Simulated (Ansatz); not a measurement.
We consider litharge PbO, described by PBEsol (Ansatz, an electronic-structure program, PAW).

Settings: plane-wave cutoff 520 eV, 10×10×8 k mesh (along the axes of the cell as run), scalar-relativistic PAW data made under PBE.

Cell (measured lattice):

```cif
data_O2Pb2
_chemical_formula_sum 'Pb2 O2'
_space_group_name_H-M_alt 'P 1'
_space_group_IT_number 1
_cell_length_a 3.97500
_cell_length_b 3.97500
_cell_length_c 5.02300
_cell_angle_alpha 90.000
_cell_angle_beta 90.000
_cell_angle_gamma 90.000
loop_
_space_group_symop_operation_xyz
  'x, y, z'
loop_
_atom_site_label
_atom_site_type_symbol
_atom_site_fract_x
_atom_site_fract_y
_atom_site_fract_z
_atom_site_occupancy
Pb1 Pb 0.50000 0.00000 0.76358 1
Pb2 Pb 0.00000 0.50000 0.23642 1
O1 O 0.50000 0.50000 0.00000 1
O2 O 0.00000 0.00000 0.00000 1
```

### Question
Give the computed Young modulus, elastic constant C44, Poisson ratio, elastic constant C33, elastic constant C11, elastic constant C12, elastic constant C13 and elastic constant C66.

### Answer

- Young modulus: 36.0 GPa
- elastic constant C44: 16.3 GPa
- Poisson ratio: 0.304
- elastic constant C33: 20.9 GPa
- elastic constant C11: 71.8 GPa
- elastic constant C12: 69.2 GPa
- elastic constant C13: 15.6 GPa
- elastic constant C66: 59.2 GPa

Note: the cell isn't this level's own, so it is under some stress, which shifts stiffness and frequencies.

Elastic constants are with the ions relaxed.

Spin–orbit coupling is not included; it can shift volumes and moduli of such heavy elements.

Computed values are for the static lattice.

It cost about 17 core-minutes (a rough figure) of CPU time.
